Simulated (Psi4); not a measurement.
Process, species as SMILES: C(=O)N → O=[C-]N + H+
B3LYP-D3(BJ)/def2-TZVP geometries, fixed; electronic energies without zero-point terms.
Largest species:
```
C
O 1 1.2093
N 1 1.3564 2 124.95
H 3 1.0045 1 121.30 2 180.00
H 3 1.0072 4 119.31 1 180.00
H 1 1.1056 2 122.73 3 180.00
```
Charge 0, spin multiplicity 1.

The deprotonation energy at MP2 with Psi4, in kcal/mol, split into its Hartree-Fock and correlation parts. Density fitting with the program's default auxiliary sets. Cores are frozen. Species with rotatable bonds are taken in one conformer. The proton leaves the site shown, which need not be the most acidic. No added dispersion term, no relativity. Functions are those of the species that has most. These sets lack the diffuse functions that anions need.

| basis | X | functions | Hartree-Fock | MP2 |
|---|---|---|---|---|
| cc-pVDZ | 2 | 57 | 419.81 | 420.97 |
| cc-pVTZ | 3 | 132 | 413.70 | 410.13 |
| cc-pVQZ | 4 | 255 | 410.48 | 404.56 |

Worked estimate of the basis-set limit from each neighbouring pair, with Hartree-Fock from the larger set and the correlation part extrapolated as X^-3.
Correlation parts: X = 2: 1.16, X = 3: -3.57, X = 4: -5.92.
- (2,3): (27·(-3.57) - 8·(1.16))/19 = -5.56; with Hartree-Fock 413.70 the estimate is 408.14 kcal/mol.
- (3,4): (64·(-5.92) - 27·(-3.57))/37 = -7.63; with Hartree-Fock 410.48 the estimate is 402.85 kcal/mol.
The last two estimates differ by 5.29 kcal/mol; the largest set lies 1.71 from the last. Over the last step Hartree-Fock moves by -3.22 and the correlation part by -2.35.
